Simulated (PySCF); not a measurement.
## CF and its ions

r²SCAN; basis C def2-TZVPPD, F def2-TZVPPD; no relativity; PySCF 2.14. Neutral (UKS): doublet (π ↑), Re = 1.278 Å, ωe = 1292 cm⁻¹, De = 5.83 eV, HOMO -5.11 eV, LUMO -3.82 eV.

CF⁺ (UKS): singlet (closed shell), Re = 1.159 Å, ωe = 1768 cm⁻¹, De = 8.08 eV to C⁺ + F. The energies at the minima are -137.77564 hartree for CF and -137.42950 for CF⁺.

(1) Work out the adiabatic ionisation energy, without and with harmonic zero-point energies (1 hartree = 27.2114 eV, 1 eV = 8065.5 cm⁻¹), and the change of the bond length.

CF⁻ (UKS): triplet (π ↑↑), Re = 1.453 Å, ωe = 783 cm⁻¹, De = 3.04 eV to C + F⁻. The energies at the minima are -137.77564 hartree for CF and -137.79490 for CF⁻.

(2) Work out the adiabatic electron affinity, without and with harmonic zero-point energies (1 hartree = 27.2114 eV, 1 eV = 8065.5 cm⁻¹), and the change of the bond length.

For an ion De counts to the pair picked by the measured ionisation energies or electron affinities, which need not be the lowest pair at this level. The highest Kohn–Sham level is positive in this anion. Much of that is self-interaction error, but it also means that the finite basis helps to hold the extra electron. States were picked by a PBE0 search and need not be the measured ground states.

Results:

(1) At r²SCAN: 0.34614 hartree = 9.419 eV between the minima; the zero-point term (1768.0 − 1292.0)/2 cm⁻¹ = +0.030 eV makes it 9.448 eV. Re changes by -11.9 pm against the neutral. The electron leaves a π orbital, and the shorter bond of the ion fits an antibonding orbital, or a change in how ionic the bond is.

(2) At r²SCAN: 0.01926 hartree = 0.524 eV between the minima; the zero-point term (1292.0 − 783.0)/2 cm⁻¹ = +0.032 eV makes it 0.556 eV. Re changes by +17.5 pm against the neutral. The electron enters a π orbital, and the longer bond of the ion fits an antibonding orbital, or a change in how ionic the bond is.
